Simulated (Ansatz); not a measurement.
## CO2, singlet: CASSCF and its corrections

Computed with Ansatz's Gaussian-basis code (development build). Basis cc-pVDZ, nonrelativistic, 3 orbitals frozen in the corrections. State-specific CASSCF; RHF is the lowest restricted (open-shell) Hartree–Fock solution met. Solutions may break the symmetry of the shape. No proof that the lowest CASSCF solution was found.

Geometry:

```xyz
3

O     0.0000    0.0000   -1.0666
C     0.0000    0.0000    0.0000
O     0.0000    0.0000    1.0666
```

What do CASSCF and its corrections give against RHF in CAS(8,6), and what are the occupations?

CASSCF -1.971 eV, SC-NEVPT2 -12.076 eV; occupations 1.99, 1.99, 1.97, 1.97, 0.04, 0.04.
